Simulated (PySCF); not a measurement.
## Chlorine: a sound run and one with changed settings

Sound run: Cl [Ne] 3s2 3p5, Cl⁺ [Ne] 3s2 3p4. Calculation: PySCF 2.14, in def2-TZVP; the non-relativistic Hamiltonian (point nucleus). The sound run starts from symmetry-adapted Hartree-Fock orbitals and uses a fine grid where one is needed.

A second run was set up differently.

| species | method | sound run (hartree) | changed run (hartree) | converged |
| --- | --- | --- | --- | --- |
| Cl | UHF | -459.47681 | -459.47681 | yes |
| Cl | r2SCAN | -460.11702 | -460.09396 | yes |
| Cl | BP86 | -460.19119 | -460.20638 | yes |
| Cl⁺ | UHF | -459.04415 | -459.04415 | yes |
| Cl⁺ | r2SCAN | -459.63858 | -459.62435 | yes |
| Cl⁺ | BP86 | -459.70972 | -459.72469 | yes |

Ionisation energy of Cl:

```json
{"method": "UHF", "sound run (eV)": "11.773", "changed run (eV)": "11.773"}
{"method": "r2SCAN", "sound run (eV)": "13.019", "changed run (eV)": "12.779"}
{"method": "BP86", "sound run (eV)": "13.101", "changed run (eV)": "13.107"}
```

What was changed?
A. level shift left on
B. a valence shell is frozen
C. radial grid too coarse
D. all electrons correlated in a valence basis

C. It used radial step 0.5 in ln r (0.13 in the sound run). A coarse radial grid mis-integrates the density and the exchange-correlation energy, with errors of either sign; Hartree-Fock needs no grid.
